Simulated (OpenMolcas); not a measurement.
Potential curves of CH⁻: spin–orbit levels

Calculated with OpenMolcas 26.06: state-averaged CASSCF(6,5) over C 2s 2p, H 1s, XMS-CASPT2 (IPEA 0.25, imaginary shift 0.2 hartree), scalar X2C, ANO-RCC-VTZP, then RASSI spin–orbit state interaction with atomic mean-field integrals. C2 symmetry about the axis (a holds Σ, Δ, Γ; b holds Π, Φ, H; Σ⁺ and Σ⁻ are not told apart); roots by multiplicity and irrep: 3a 6, 3b 4, 5a 1, 1b 4, 1a 7.

XMS-CASPT2 energies with spin–orbit state interaction in eV from the lowest point. Curves are followed by energy order within each symmetry, so they are adiabatic and may change character at avoided crossings; for Ω = 0 the + and − levels are counted together.

```
R (Å)  (1)Ω=0  (1)Ω=1  (1)Ω=2  (2)Ω=0  (3)Ω=0
0.992   0.323   0.323   1.521   2.160   2.431
1.049   0.094   0.094   1.292   1.933   2.226
1.101   0.006   0.006   1.204   1.849   2.158
1.153   0.000   0.000   1.195   1.847   2.174
1.211   0.066   0.066   1.259   1.916   2.263
1.268   0.186   0.186   1.374   2.039   2.389
1.349   0.414   0.414   1.589   2.270   2.632
1.453   0.757   0.757   1.926   2.623   3.010
1.614   1.288   1.288   2.492   3.209   3.654
```

(1) With masses 12.000 and 1.008 u, fit the curves (1)Ω=0, (1)Ω=1, (1)Ω=2, (2)Ω=0 near their minima.

The 5 lowest clean curves are shown; the next is (4)Ω=0, from 2.16 eV. Only roots inside an energy window near the equilibrium distance were included, so the list of states is not complete; labels number the states computed. Each spin and symmetry block has orbitals of its own, averaged over its own roots, so gaps between blocks are less sure than gaps within one and near the minimum can be off by tenths of an eV, in bad cases by more. No Rydberg orbitals are active, so Rydberg states, and σ→σ* states whose orbital the CASSCF left unused, can be missing between those listed. CASPT2 splits the two components of degenerate states numerically, here by up to 10 cm⁻¹. For an anion, states above the electron-detachment threshold (often below 1 to 3 eV) are held by the basis set and are not bound levels. No roots were computed in block 5b (none fell in the window or the block failed), so states of that kind are missing and can lie low or lowest. Points that failed a check (symmetry, reference weights, a jump) are left out.

## Answers

(1) At XMS-CASPT2 with spin–orbit state interaction, Te from the lowest curve (the fit fixes ωe to a per cent or two; the method's Re and ωe can be off by some per cent):

| curve | Te (cm⁻¹) | Re (Å) | ωe (cm⁻¹) |
| --- | --- | --- | --- |
| (1)Ω=0 | 0 | 1.130 | 2750.7 |
| (1)Ω=1 | 0 | 1.130 | 2750.7 |
| (1)Ω=2 | 9650 | 1.132 | 2732.3 |
| (2)Ω=0 | 14880 | 1.128 | 2769.8 |
